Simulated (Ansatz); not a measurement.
2H MoTe₂

These are rVV10 (Ansatz, an electronic-structure program, plane waves, PAW) values and carry that method's errors.

Numerical settings: plane-wave cutoff 500 eV, 12×12×4 k mesh (along the axes of the cell as run), gaussian smearing 0.02 eV, no spin polarisation, scalar-relativistic PAW data made under PBE.

Cell (relaxed at this level):

```cif
data_Mo2Te4
_chemical_formula_sum 'Te4 Mo2'
_space_group_name_H-M_alt 'P 1'
_space_group_IT_number 1
_cell_length_a 3.59835
_cell_length_b 3.59835
_cell_length_c 14.21635
_cell_angle_alpha 90.000
_cell_angle_beta 90.000
_cell_angle_gamma 120.000
loop_
_space_group_symop_operation_xyz
  'x, y, z'
loop_
_atom_site_label
_atom_site_type_symbol
_atom_site_fract_x
_atom_site_fract_y
_atom_site_fract_z
_atom_site_occupancy
Te1 Te 0.33333 0.66667 0.62164 1
Te2 Te 0.66667 0.33333 0.12164 1
Te3 Te 0.66667 0.33333 0.37836 1
Te4 Te 0.33333 0.66667 0.87836 1
Mo1 Mo 0.33333 0.66667 0.25000 1
Mo2 Mo 0.66667 0.33333 0.75000 1
```

* **band gap**: 0.73 eV (on the SCF k mesh)

Measured, for comparison: band gap 1.06 ± 0.01 eV (4 K, zero-point motion not removed, indirect, absorption from ellipsometry, single crystal; as tabulated in Gulo et al. (2023), doi:10.1103/physrevmaterials.7.044001).

Spin–orbit coupling is not included; with these elements it can move the gap by several tenths of an eV or more.

Static lattice: no zero-point or thermal effects.

Computing time: very roughly 2.4 core-minutes.
